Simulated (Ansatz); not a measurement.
Frontier orbitals of C3H5N (`C#CNC`).

Charge 0, multiplicity 1. The geometry is a stationary point of PBE0-D4/def2-TZVP. Basis def2-TZVPP, Ansatz.

```
functional  HOMO (eV)  LUMO (eV)
     BHLYP      -7.34       1.52
```

Task: Give HOMO and LUMO (eV) with LDA (SPW92), PBE, revPBE, BLYP, r2SCAN, B97M-V, PBE0, B3LYP, r2SCANh, r2SCAN0, HSE06 (plane-wave form), CAM-B3LYP, LC-ωPBE, ωB97X-V, ωB97M-V, HF. (Estimate.)

Result: Computed: 
```json
{"functional": "LDA (SPW92)", "HOMO": "-5.17", "LUMO": "-0.23"}
{"functional": "PBE", "HOMO": "-5.01", "LUMO": "-0.06"}
{"functional": "revPBE", "HOMO": "-4.95", "LUMO": "0.00"}
{"functional": "BLYP", "HOMO": "-4.88", "LUMO": "-0.05"}
{"functional": "r2SCAN", "HOMO": "-5.22", "LUMO": "0.47"}
{"functional": "B97M-V", "HOMO": "-5.28", "LUMO": "0.23"}
{"functional": "PBE0", "HOMO": "-6.23", "LUMO": "0.84"}
{"functional": "B3LYP", "HOMO": "-6.02", "LUMO": "0.50"}
{"functional": "r2SCANh", "HOMO": "-5.68", "LUMO": "0.80"}
{"functional": "r2SCAN0", "HOMO": "-6.38", "LUMO": "1.25"}
{"functional": "HSE06 (plane-wave form)", "HOMO": "-5.83", "LUMO": "0.47"}
{"functional": "CAM-B3LYP", "HOMO": "-7.56", "LUMO": "1.67"}
{"functional": "LC-ωPBE", "HOMO": "-8.89", "LUMO": "2.99"}
{"functional": "ωB97X-V", "HOMO": "-8.54", "LUMO": "2.80"}
{"functional": "ωB97M-V", "HOMO": "-8.44", "LUMO": "2.36"}
{"functional": "HF", "HOMO": "-9.06", "LUMO": "3.53"}
```

B3LYP here is the variant with VWN-RPA as its local correlation; programs differ in this. LC-ωPBE has ω = 0.4 bohr⁻¹. Positive LUMOs are unbound and depend on the basis.
